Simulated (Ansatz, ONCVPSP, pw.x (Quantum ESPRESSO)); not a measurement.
## From atom to crystal: ONCV potential for Ge (Z = 32)

| Item | Value |
| --- | --- |
| Element | germanium |
| Generator | ONCVPSP 4.0.1.1 (patched build) |
| Type | optimised norm-conserving Vanderbilt (ONCV) |
| Functional | LDA (Perdew-Wang 92) |
| Relativity | scalar-relativistic |
| Frozen core | [Ar] 3d10 |
| Valence charge | 4 |
| Reference configuration | 4s2 4p2 |
| Partial waves | 4s: rc 1.80 bohr, ncon 3, nbas 6, qcut 2.9 1/bohr, 2 projectors, debl 2.6 Ha; 4p: rc 2.15 bohr, ncon 4, nbas 9, qcut 4.2 1/bohr, 1 projector |
| Local potential | polynomial inside 1.45 bohr (lpopt 4, dvloc0 8.5 Ha) |
| Core correction | Teter function, fcfact 4, rcfact 1 |

Atomic tests: cutoffs needed: 24 Ha and 41 Ha (the cutoffs (Ha) at which the residual kinetic energy of the hardest occupied pseudo-wave falls to 1 and 0.1 mHa per electron); ghost test: no bound ghost flagged; GHOST(+) flagged for s at 81.6 eV; largest excitation error: +111 meV (all-electron minus pseudo) for 4s1 4p0, out of 4 test configurations.

Crystal test: diamond Ge in pw.x 7.5, no spin, 8³ k-points, Fermi–Dirac smearing 0.01 Ry, cutoffs 95/380 Ry. The reference is all-electron LAPW (Ansatz 0.2.0) with the same functional, mesh and smearing; V0 and B0 come from Birch–Murnaghan fits to the pressures at five volumes. Errors are pseudo minus all-electron; Δ is the rms difference of the E(V) curves that follow from these fits, minima aligned, over ±6 % about the mean V0. Mesh and smearing are coarse, so the numbers serve the comparison and aren't converged zero-temperature values; the lattice is a test structure that the element need not adopt.

| V (Å³/atom) | P all-electron (GPa) | P pseudo (GPa) |
| --- | --- | --- |
| 21.111 | 4.14 | -4.66 |
| 21.666 | 1.94 | -6.24 |
| 22.222 | 0.06 | -7.57 |
| 22.778 | -1.56 | -8.68 |
| 23.333 | -2.98 | -9.59 |

All-electron: a0 = 5.625 Å (V0 = 22.24 Å³/atom), B0 = 69.8 GPa.

Pseudopotential: mean pressure error (GPa): -7.67. The pressure does not cross zero within the volumes sampled, so no fit is given. This is a poor potential for the solid.

**Question.** At the middle volume, how do free energy and pressure move when the wave cutoff is lowered (ecutrho kept at four times it)?

**Answer.**

| cutoff (Ry) | shift of F (meV/atom) | shift of P (GPa) |
| --- | --- | --- |
| 43 | +64.2 | -0.97 |
| 57 | +10.9 | -0.37 |
| 76 | +4.8 | -0.11 |

Input at the middle volume:

```
&control
  calculation='scf', prefix='x', pseudo_dir='./', outdir='./tmp', tstress=.true., disk_io='low'
/
&system
  ibrav=0, nat=2, ntyp=1, ecutwfc=95, ecutrho=380, nbnd=11,
  occupations='smearing', smearing='fd', degauss=0.01
/
&electrons
  conv_thr=1e-09, mixing_beta=0.4, electron_maxstep=70
/
ATOMIC_SPECIES
Ge 1.0 Ge.UPF
CELL_PARAMETERS angstrom
  0.00000000 2.81143285 2.81143285
  2.81143285 0.00000000 2.81143285
  2.81143285 2.81143285 0.00000000
ATOMIC_POSITIONS crystal
Ge 0.0000 0.0000 0.0000
Ge 0.2500 0.2500 0.2500
K_POINTS automatic
8 8 8 0 0 0
```

```bash
pw.x < Ge.scf.in > Ge.scf.out
```

Lines of the output:

```
Message from routine setup:
     using ibrav=0 with symmetry is DISCOURAGED, use correct ibrav instead
     lattice parameter (alat)  =       7.5135  a.u.
     unit-cell volume          =     299.9230 (a.u.)^3
     number of electrons       =         8.00
     number of Kohn-Sham states=           11
     kinetic-energy cutoff     =      95.0000  Ry
     charge density cutoff     =     380.0000  Ry
     scf convergence threshold =      1.0E-09
     Exchange-correlation= SLA  PW   NOGX NOGC
     number of k points=    29  Fermi-Dirac smearing, width (Ry)=  0.0100
     iteration #  1     ecut=    95.00 Ry     beta= 0.40
     total energy              =     -17.11750075 Ry
     estimated scf accuracy    <       0.04458257 Ry
     iteration #  2     ecut=    95.00 Ry     beta= 0.40
     total energy              =     -17.11394918 Ry
     estimated scf accuracy    <       0.01305509 Ry
     iteration #  3     ecut=    95.00 Ry     beta= 0.40
     total energy              =     -17.11483542 Ry
     estimated scf accuracy    <       0.00017090 Ry
     iteration #  4     ecut=    95.00 Ry     beta= 0.40
     c_bands:  2 eigenvalues not converged
     c_bands:  1 eigenvalues not converged
     c_bands:  2 eigenvalues not converged
     c_bands:  1 eigenvalues not converged
     total energy              =     -17.11500687 Ry
     estimated scf accuracy    <       0.00002798 Ry
     iteration #  5     ecut=    95.00 Ry     beta= 0.40
     total energy              =     -17.11501348 Ry
     estimated scf accuracy    <       0.00000363 Ry
     iteration #  6     ecut=    95.00 Ry     beta= 0.40
     total energy              =     -17.11501427 Ry
     estimated scf accuracy    <       0.00000004 Ry
     iteration #  7     ecut=    95.00 Ry     beta= 0.40
     total energy              =     -17.11501442 Ry
     estimated scf accuracy    <          6.2E-09 Ry
     iteration #  8     ecut=    95.00 Ry     beta= 0.40
     total energy              =     -17.11501441 Ry
     estimated scf accuracy    <       0.00000004 Ry
     iteration #  9     ecut=    95.00 Ry     beta= 0.40
     the Fermi energy is     5.3500 ev
!    total energy              =     -17.11501441 Ry
     estimated scf accuracy    <          3.6E-11 Ry
     smearing contrib. (-TS)   =      -0.00074262 Ry
     The total energy is F=E-TS. E is the sum of the following terms:
     one-electron contribution =       3.85377135 Ry
     hartree contribution      =       1.17038210 Ry
     xc contribution           =      -5.91568948 Ry
     ewald contribution        =     -16.22273576 Ry
     convergence has been achieved in   9 iterations
          total   stress  (Ry/bohr**3)                   (kbar)     P=      -75.74
```

The run at the middle volume (29 k-points, 9 iterations) took about 28 s on one core of a shared host (Neoverse-V1, 32 threads, 247 GiB, load 15).
